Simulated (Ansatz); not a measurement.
Basis-set series for C2HFO2. Total charge 0; spin multiplicity 1. The bonds changed during the relaxation, so this is another structure than the one it started from. Geometry: relaxed with PBE0-D4/def2-TZVP. It is one conformer, not always the lowest.

Cartesian coordinates in Å:
```
O -0.643 -1.207 -0.038
C -0.010 -0.120 -0.468
C 0.842 0.663 0.485
F 0.249 1.790 0.729
O 0.063 0.200 -1.620
H -0.501 -1.326 0.912
```

```csv
functional,basis,functions,energy (Eh),HOMO (eV),LUMO (eV)
PBE0-D4,def2-TZVPP,169,-326.77687,-7.57,-3.33
PBE0-D4,def2-QZVPP,315,-326.79403,-7.62,-3.38
ωB97M-V,def2-TZVPP,169,-327.03761,-10.01,-0.97
ωB97M-V,def2-QZVPP,315,-327.05383,-10.05,-1.03
```

Problem. Give the rows for def2-SVP. (An estimate is asked.)

Solution. Computed: 
```json
{"functional": "PBE0-D4", "basis": "def2-SVP", "functions": "75", "energy (Eh)": "-326.38512", "HOMO (eV)": "-7.36", "LUMO (eV)": "-3.20"}
{"functional": "ωB97M-V", "basis": "def2-SVP", "functions": "75", "energy (Eh)": "-326.63586", "HOMO (eV)": "-9.74", "LUMO (eV)": "-0.77"}
```
